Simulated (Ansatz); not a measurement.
C3H4⁻. The state is a doublet with charge -1. Geometry B3LYP-D4/def2-TZVPD, basis def2-TZVPD, Ansatz.

Cartesian coordinates in Å:
```
C 0.273 0.559 -0.304
C -0.220 -0.201 0.910
C -0.292 -0.846 -0.340
H -1.033 0.108 1.572
H -0.313 1.343 -0.804
H 0.234 -1.740 -0.683
H 1.350 0.777 -0.350
```

```json
{"run": "A", "HOMO (eV)": "-0.23", "LUMO (eV)": "6.11"}
{"run": "B", "HOMO (eV)": "1.91", "LUMO (eV)": "4.81"}
{"run": "C", "HOMO (eV)": "2.97", "LUMO (eV)": "4.06"}
{"run": "D", "HOMO (eV)": "2.75", "LUMO (eV)": "4.50"}
```

Another isomer (doublet) lies 0.67 eV lower at PBE0-D4/def2-TZVPD; other spin states weren't run for this one.

HOMO and LUMO are taken over both spins.

Q: The runs used PBE, PBE0, r2SCAN, ωB97X-V. Estimate which is which.

A: A ωB97X-V (range-separated); B PBE0 (25 % exact exchange); C PBE (0 % exact exchange); D r2SCAN (0 % exact exchange). Exact exchange lowers occupied and raises empty levels; among semilocal functionals meta-GGAs tend to open the gap a little, and such runs are hard to tell apart. The gap grows from 1.09 eV (PBE) to 6.33 eV (ωB97X-V). At PBE0-D4/def2-TZVPD, PBE-D4/def2-TZVPD, r2SCAN-D4/def2-TZVPD the highest occupied level of the charge -1 doublet lies above zero (up to 2.97 eV). It is a level of α spin, whose loss leaves a singlet; that state wasn't run at this geometry and level. The electron is either unbound and held by the finite basis, or the level is raised by self-interaction error.
